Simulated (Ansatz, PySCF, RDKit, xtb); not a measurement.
**CH2BN: a search for the lowest isomer**

Given the formula CH2BN and nothing else, which arrangement of the atoms is the most stable in the gas at 298.15 K, and what are its properties?

Plan: many cheap relaxations first (GFN2-xTB), then density-functional screening, relaxation at B3LYP-D4/def2-TZVP, vibrations and a final energy. The numbers are computed, not measured.

4 further runs of the same task are left out: 4 set aside as unsound or not needed.

## Step 1: Possible bonding patterns

A program enumerates the bonding patterns with one Lewis structure each (two rings at most, one unusual centre or charged pair), with their diastereomers. O–O, O–halogen and N–halogen bonds and N–N–N chains are not drawn. That gives 14 candidates.

```
label        SMILES     spin
 c025  B=[N+]=[CH-]  singlet
 c316  [CH2+][B-]#N  singlet
 c360        B1=CN1  singlet
 c460    B[N+]#[C-]  singlet
 c500    [C+]#[B-]N  singlet
 c518  B#[N+][CH2-]  singlet
 c567        [B]C=N  singlet
 c881          B#CN  singlet
 c886        [B]C=N  triplet
 c938        B1=NC1  singlet
 c963         B=C=N  singlet
 c965  [CH+]=[B-]=N  singlet
 c989          BC#N  singlet
 c994        B1C=N1  singlet
```

Candidates are built by distance geometry, with a force field where one applies, in up to four conformers (letters a to d). 6 starts with atoms placed at random are added, to find patterns that the rules miss.

**Question.** With final energies at CCSD(T)/def2-TZVPP, which structure will this search put lowest in free energy, and by what margin?

| quantity | value |
| --- | --- |
| lowest structure found | BC#N, singlet, C2v |
| next finalist | B[N+]#[C-], singlet, 2.6 kcal/mol higher in G |
| share at equilibrium, among the finalists | 98.7 % |
| harmonic wavenumbers, lowest and highest (B3LYP-D4/def2-TZVP) | 289 and 2737 cm⁻¹ |
| rotational constants, same geometry | 7.783, 0.324, 0.3111 cm⁻¹ |
| dipole moment (PBE0/def2-TZVPD) | 2.76 D |
| HOMO energy (PBE0/def2-TZVPD) | -9.76 eV |
| LUMO energy (PBE0/def2-TZVPD) | -3.36 eV |
| HOMO–LUMO gap (PBE0/def2-TZVPD) | 6.40 eV |
| lowest excitation (TD-B3LYP/def2-SVPD) | 4.43 eV (f = 0.000) |
| strongest of the states computed, same level | 6.14 eV (f = 0.075) |
| lowest triplet excitation, same level, Tamm-Dancoff | 4.03 eV |
| vertical ionisation energy | 12.30 eV |
| vertical electron affinity | 1.28 eV |
| vertical triplet less singlet | +4.07 eV |

The search ends on `BC#N`. The margin, 2.6 kcal/mol, is modest. GFN2-xTB, HF/STO-3G, r2SCAN-D4/def2-SVP, B3LYP-D4/def2-TZVP and MP2/def2-TZVPP already put its bonding pattern lowest among the structures in one piece; HF/def2-TZVPP favours the singlet B[N+]#[C-]. The search is not exhaustive (a finite list of starts, one conformer a finalist), so a lower isomer can't be ruled out. The lowest isomer need not be the one that is made and kept in a bottle, which depends on barriers.
